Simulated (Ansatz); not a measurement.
Structure relaxation of Zn

Computed with DFT PBEsol, scalar-relativistic, plane waves, PAW (Ansatz). Cutoff 420 eV, Γ-centred k mesh, Gaussian smearing, no spin polarisation in the final step.

Zn was placed on the alpha-boron structure type (R-3m, No. 166), at a guessed volume.

```
CELL_PARAMETERS angstrom
3.20089 1.84803 5.45880
-3.20089 1.84803 5.45880
0.00000 -3.69607 5.45880
ATOMIC_POSITIONS crystal
Zn 0.01019 0.65361 0.01019
Zn 0.01019 0.01019 0.65361
Zn 0.65361 0.01019 0.01019
Zn 0.98981 0.34639 0.98981
Zn 0.34639 0.98981 0.98981
Zn 0.98981 0.98981 0.34639
Zn 0.22118 0.63060 0.22118
Zn 0.22118 0.22118 0.63060
Zn 0.63060 0.22118 0.22118
Zn 0.77882 0.36940 0.77882
Zn 0.36940 0.77882 0.77882
Zn 0.77882 0.77882 0.36940
```

Steps on the 3×3×3 mesh (12 atoms). 12 of 25 steps are shown, and the free energy counts from the last. Trial steps that were taken back and renewals of the plane-wave basis can be among the rows.

```tsv
step	ΔF (meV/atom)	V (Å³/atom)	P (GPa)	largest force component (eV/Å)
1	513.7	16.15	23.12	3.295
3	160.3	18.43	4.55	0.469
5	123.6	18.85	-0.56	0.103
8	107.1	18.08	0.29	0.236
10	74.9	18.03	1.03	0.168
12	68.2	18.27	0.10	0.309
14	65.5	18.25	-0.07	0.011
16	59.8	18.00	-0.02	0.191
18	40.9	17.11	0.48	0.219
21	1.3	16.64	0.20	0.095
23	0.9	16.70	0.03	0.013
25	0.0	16.68	0.02	0.010
```

Steps on the 9×9×9 mesh (12 atoms). 9 of 14 steps are shown, and the free energy counts from the last.

| step | ΔF (meV/atom) | V (Å³/atom) | P (GPa) | largest force component (eV/Å) |
| --- | --- | --- | --- | --- |
| 1 | 36.2 | 16.68 | 0.19 | 0.100 |
| 2 | 24.3 | 16.59 | 0.17 | 0.092 |
| 3 | 6.4 | 16.36 | 0.62 | 0.104 |
| 5 | 1.9 | 16.37 | 0.75 | 0.059 |
| 6 | 1.1 | 16.53 | 0.02 | 0.012 |
| 7 | 0.8 | 16.55 | 0.02 | 0.022 |
| 8 | 0.4 | 16.58 | 0.06 | 0.021 |
| 12 | 0.0 | 16.60 | 0.01 | 0.001 |
| 14 | 0.0 | 16.61 | -0.02 | 0.003 |

A final relaxation ran on a 9×9×9 mesh. The relaxed crystal, R-3m (No. 166):

Space group R-3m:H (No. 166). a = 7.309 Å, b = 7.309 Å, c = 12.927 Å, α = 90.00°, β = 90.00°, γ = 120.00°
```json
{"atom": "Zn", "site": "18h", "symmetry": ".m", "x": "0.2177", "y": "0.7823", "z": "0.9235"}
{"atom": "Zn", "site": "18h", "symmetry": ".m", "x": "0.1683", "y": "0.8317", "z": "0.1083"}
```

- Volume per atom: 16.61 Å³
- Density: 6.54 g/cm³
- Energy over the standard structure: 0.19 eV/atom
- Gap on the 9×9×9 mesh: 0 eV (a metal)

Energies count from the standard state of Zn at the same level.

The final run used a 9×9×9 mesh on its 12-atom cell and 0.10 eV smearing. The k mesh leaves about 4 meV/atom of noise in metals.

Symmetry constrained the relaxation, so the result can be a saddle point.